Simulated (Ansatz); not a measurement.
A made-up structure of SiH$_{2}$Cl (charge -1), closed shell:

Si1  (-0.435, 0.501, 0.365)
Cl2  (1.352, -0.120, 0.604)
H3  (-0.858, -1.063, 0.236)
H4  (-0.059, 0.682, -1.205)
(Å)

It is relaxed with PBE-D4/def2-SVPD and then PBE0-D4/def2-TZVPD (Ansatz 0.2.0). Atoms count as bonded within 1.22 times the sum of their covalent radii (H–H: 0.88 Å). The end point is not checked to be a true minimum.

Task: Does its bonding change? (Judge from chemistry; the calculation decides.)

Result: The calculation gives: No: no bond forms or breaks.

Where it ends: The first stage lowers the energy by 1.40 eV in 6 steps. It ends as SiH₂Cl ([SiH2][Cl]), total charge -1:
| atom | x (Å) | y (Å) | z (Å) |
| --- | --- | --- | --- |
| Si1 | -0.4633 | 0.4648 | 0.3060 |
| Cl2 | 1.6551 | -0.1191 | 0.7727 |
| H3 | -0.9656 | -0.9808 | 0.1281 |
| H4 | -0.2262 | 0.6351 | -1.2068 |

Labels in which every atom is bracketed show which atoms are joined, not bond orders.

For scale, one of the runs: PBE0-D4/def2-TZVPD relaxation, 107 basis functions, launched by `ansatz run in.yaml --threads 2 --pin off --events-out ev --progress --plain --max-ram 4352MiB`. Hardware: 2 CPU threads of an Intel Xeon Platinum 8175M, shared host. Wall time about 8 s.
